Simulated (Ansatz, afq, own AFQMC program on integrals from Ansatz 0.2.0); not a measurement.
## CH5AlN, doublet in def2-TZVP, levels against AFQMC with the constraint released

```json
{"atom": "C", "x (Å)": "-0.3378", "y (Å)": "0.7372", "z (Å)": "-0.7820"}
{"atom": "N", "x (Å)": "-0.4382", "y (Å)": "-0.5756", "z (Å)": "-0.1840"}
{"atom": "Al", "x (Å)": "-0.0846", "y (Å)": "-1.0680", "z (Å)": "1.4959"}
{"atom": "H", "x (Å)": "-1.3068", "y (Å)": "1.1057", "z (Å)": "-1.1672"}
{"atom": "H", "x (Å)": "0.0088", "y (Å)": "1.4678", "z (Å)": "-0.0342"}
{"atom": "H", "x (Å)": "0.3815", "y (Å)": "0.7696", "z (Å)": "-1.6215"}
{"atom": "H", "x (Å)": "-0.7563", "y (Å)": "-1.2734", "z (Å)": "-0.8509"}
{"atom": "H", "x (Å)": "0.4121", "y (Å)": "0.1122", "z (Å)": "2.4701"}
```

Basis def2-TZVP. Noble-gas cores (and the filled d shells of Ga–Kr and In–Xe) are frozen. Ansatz 0.2.0 and our own AFQMC program on the same integrals; the CISD trial comes from CCSD amplitudes, and released means the phaseless constraint is let go. ± is one standard error of the sampling.

Determinant: UHF, the one that the program's search chose, which needn't be the lowest solution. The geometry is a PBE0/def2-SVP stationary point of this or a neighbouring charge and spin state.

No full CI on the walks' own integrals is used here. The released AFQMC energy serves as the reference, which it does only where one determinant dominates, the energy is flat over the last release times and near the phaseless one (40 meV or 2 meV an electron, half that with transition metals). On small molecules, where full CI could be run and the noise was under 10 meV, such values lay within 10 meV of it in 19 cases of 20, a flattering rate, since the rule was set on those same cases; what remains of the bias isn't in the error bar.

Cautions: the released value is read at 1.00 1/Eh (meV from the phaseless value at times in 1/Eh: -8 ± 5 at 0.24, -14 ± 7 at 0.50, -2 ± 6 at 1.00).

The T1 diagnostic is 0.0148. The weight of the determinant in the CISD state is 0.842, the ⟨S²⟩ of the determinant is 0.755 and the size of the correlated space is 17 electrons in 122 orbitals.

```
  level  correlation energy (eV)
    MP2                 -11.9237
   CCSD                 -12.7990
CCSD(T)                 -13.2777
```

Problem. Estimate where AFQMC with the constraint released lies against CCSD(T) on the same integrals.

Solution. 32.5 ± 6.5 meV below CCSD(T).

Reference: AFQMC with the constraint released, correlation energy -13.310 ± 0.006 eV.

```csv
level,E − E(reference) (meV),share of correlation (%)
CCSD(T),32.5 ± 6.5,99.76
ph-AFQMC/CISD,2.3 ± 9.4,99.98
```

Released energies are given only where the last usable release times agree within the noise; a slower fall can still hide under it.
